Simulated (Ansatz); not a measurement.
**H2O+ (doublet): from Hartree-Fock to the top rungs at distance O1–H2 = 1.617 Å, cc-pVDZ**

How much of the correlation energy of H2O+ (doublet) does each wave-function method recover here?

Method: cc-pVDZ, core rule «outside noble gas», up to 1 orbitals frozen; program: Ansatz 0.2.0, Gaussian basis.

To be run: UHF; CCSD(T) on ROHF; CCSD(T) on UHF; BCCD(T) on ROHF; CISD; CCSDT(Q) on ROHF; CCSDT(Q) on UHF; CASSCF and MRCISD+Q, 3 electrons in 3 orbitals; CASSCF and NEVPT2, 3 electrons in 3 orbitals; CASSCF and MRCISD+Q, 7 electrons in 6 orbitals; CASSCF and NEVPT2, 7 electrons in 6 orbitals; Full CI.

20 further runs of the same task are left out: 16 that didn't finish, 4 set aside as unsound or not needed.

## (1) What is computed

The geometry derives from a PBE0/def2-TZVP stationary point (not a proven minimum). One bond is set to the value named and the two fragments are kept rigid.

3 atoms, charge 1, spin multiplicity 2.

Atoms are counted from 1 here; the program's logs count them from 0.

Bond lengths: O1–H3 1.004 Å.

## (2) UHF

Input file in.yaml:

```yaml
crystal:
  periodic: [false, false, false]
  atoms:
    - {symbol: O, position_ang: [0.000000, -0.084340, 0.028065]}
    - {symbol: H, position_ang: [0.000000, 0.845728, -1.294683]}
    - {symbol: H, position_ang: [0.000000, 0.493031, 0.849205]}
basis:
  gaussian: {orbitals: cc-pVDZ}
total_charge: 1
magnetization: {spin_polarized: true, initial_magnetization: 1}
hamiltonian: {xc: hf}
output: {orbitals: {seedname: orbitals}}
```

Command:

```sh
ansatz run in.yaml --threads 1 --pin off --events-out ev --progress --plain --max-ram 2393MiB
```

The runs that follow: CCSD(T) on ROHF; CCSD(T) on UHF; BCCD(T) on ROHF; CISD; CCSDT(Q) on ROHF; CCSDT(Q) on UHF; CASSCF and MRCISD+Q, 3 electrons in 3 orbitals; CASSCF and NEVPT2, 3 electrons in 3 orbitals; CASSCF and MRCISD+Q, 7 electrons in 6 orbitals; CASSCF and NEVPT2, 7 electrons in 6 orbitals; Full CI.

Before running them: what should the planned runs give, taken together? Wanted: FCI below the RHF energy; RMP2 from FCI; UMP2 from FCI; RCCSD from FCI; RCCSD(T) from FCI; UCCSD(T) from FCI; RCCSDT(Q) from FCI; UCCSDT(Q) from FCI; NEVPT2 pair from FCI.

As calculated:

```
                         quantity                                                                                               value
         FCI below the RHF energy                                                                                          -5.3112 eV
                    RMP2 from FCI                                                                                          +653.6 meV
                    UMP2 from FCI                                                                                          +891.7 meV
                   RCCSD from FCI                                                                                          +130.4 meV
                RCCSD(T) from FCI                                                                                           +23.4 meV
                UCCSD(T) from FCI                                                                                           +33.5 meV
               RCCSDT(Q) from FCI                                                                                            +0.4 meV
               UCCSDT(Q) from FCI                                                                                            -1.0 meV
             NEVPT2 pair from FCI                                                                                          +422.8 meV
           MRCISD+Q pair from FCI                                                                                           +15.8 meV
          NEVPT2 valence from FCI                                                                                          +501.8 meV
levels within 1 kcal/mol (43 meV)  RCCSD(T), UCCSD(T), BCCD(T), RCCSDT, UCCSDT, RCCSDT(Q), UCCSDT(Q), MRCISD+Q pair, MRCISD+Q valence
                    T1 diagnostic                                                                                               0.034
   effectively unpaired electrons                                                                                                1.07
```

RCCSD(T) lands +23.4 meV from the yardstick (0.4 % of the correlation energy). One determinant dominates. Of the multireference levels listed MRCISD+Q valence comes nearest in total energy (+5.9 meV), which doesn't show that its space is the better one. These misses are within one basis, not against nature; the frozen cores of restricted and unrestricted runs differ, which can shift their rows.
